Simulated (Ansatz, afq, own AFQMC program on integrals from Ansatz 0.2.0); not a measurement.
MgSe⁺, quartet in cc-pVDZ, levels against full CI

```yaml
atoms:
  - { symbol: Se, position_ang: [0.0000, 0.0000, 0.0000] }
  - { symbol: Mg, position_ang: [0.0000, 0.0000, 2.3695] }
```

Basis cc-pVDZ. Only valence electrons are correlated. Integrals, coupled cluster, full CI and functionals: Ansatz 0.2.0; the random walks run on the same integrals in our own AFQMC program. The CISD trial takes its coefficients from CCSD amplitudes. Released means that phaseless walkers are propagated on without the constraint, phases kept. Uncertainties: one standard error, sampling alone. No spin–orbit coupling.

Determinant: UHF, the one that the program's search chose, which needn't be the lowest solution. The geometry is a PBE0/def2-TZVP stationary point of this or a neighbouring charge and spin state.

Full CI on the same integrals is exact in this basis and with this determinant's frozen core.

Cautions: no relativity below Rb; no spin-orbit coupling; inner d shell frozen; another spin lies lower (by 1.27 eV).

The T1 diagnostic is 0.0142 and the weight of the determinant in the CISD state is 0.939. The ⟨S²⟩ of the determinant is 3.760. The size of the correlated space is 7 electrons in 26 orbitals.

```csv
level,correlation energy (eV)
MP2,-2.0985
CCSD,-2.5842
CCSD(T),-2.6291
```

Estimate where AFQMC with the constraint released lies against CCSD(T) on the same integrals.

13.2 ± 3.6 meV below CCSD(T).

Reference: full CI, correlation energy -2.644 eV. The released energy is read at 2.40 1/Eh (meV from the phaseless value at times in 1/Eh: 4 ± 5 at 0.24, 3 ± 4 at 0.51, 3 ± 3 at 0.99, -1.9 ± 2.2 at 1.62, 3 ± 4 at 2.40).

```tsv
level	E − E(reference) (meV)	share of correlation (%)
CCSD(T)	14.6	99.45
CCSDT	3.8	99.85
CCSDT(Q)	0.7	99.98
ph-AFQMC/CISD	-1.2 ± 3.1	100.04
released AFQMC	1.4 ± 3.6	99.95
```

CCSDT and higher add their correlation energy to the determinant of the CCSD(T) run, since their own runs factorise the integrals more tightly (a shift of under 2 meV). A walk keeps the symmetry of its determinant, which the program's search chose and which needn't be the lowest solution, so a lower state of the same spin and another symmetry isn't excluded. Released energies are given only where the last usable release times agree within the noise; a slower fall can still hide under it.
